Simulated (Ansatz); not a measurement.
The first iterations of a band of CH$_{6}$Si (8 atoms, charge 0, multiplicity 1).

All numbers below come from Ansatz, RKS PBE0-D4/def2-SVP.

```json
{"movable images": "7", "climbing image": "yes", "spring": "5.0 eV/Å²", "optimiser": "quadratic models (default)", "start path": "through a guess of the saddle point", "force threshold": "0.05 eV/Å", "iteration limit": "60", "end points": "relaxed"}
```

Image 0:

```xyz
8
Properties=species:S:1:pos:R:3
Si 0.381 0.011 0.051
C 0.871 -0.012 1.865
H -0.014 -0.125 2.509
H 1.555 -0.849 2.074
H 1.380 0.923 2.144
H 1.587 0.163 -0.821
H -0.547 1.150 -0.232
H -0.311 -1.260 -0.327
```

Image 8:

```xyz
8
Properties=species:S:1:pos:R:3
Si 0.156 0.010 -0.870
C 1.210 0.016 1.740
H 0.145 -0.178 1.906
H 1.812 -0.800 2.159
H 1.493 0.984 2.172
H 1.486 0.061 0.652
H -0.749 1.058 -0.216
H -0.651 -1.152 -0.281
```

| iteration | highest image above the first end (eV) | largest band force component (eV/Å) |
| --- | --- | --- |
| 1 | 4.451 | 4.304 |
| 2 | 3.266 | 2.657 |

Does the band converge within its limit, and where does its top end?

The run converged. It ended after 6 iterations with the highest image 3.070 eV above the first end. Neighbouring images differ by up to 1.3 eV, so the band resolves the path poorly. A vibrational analysis at the climbing image gives one clearly imaginary mode, 1218i cm⁻¹: a first-order saddle point. The orbitals stay closed-shell, which can raise the energy where a bond breaks towards radicals; this wasn't checked here.

Run time: 69 s on 1 thread of Arm Neoverse V1 (shared host), peak memory 0.11 GiB.
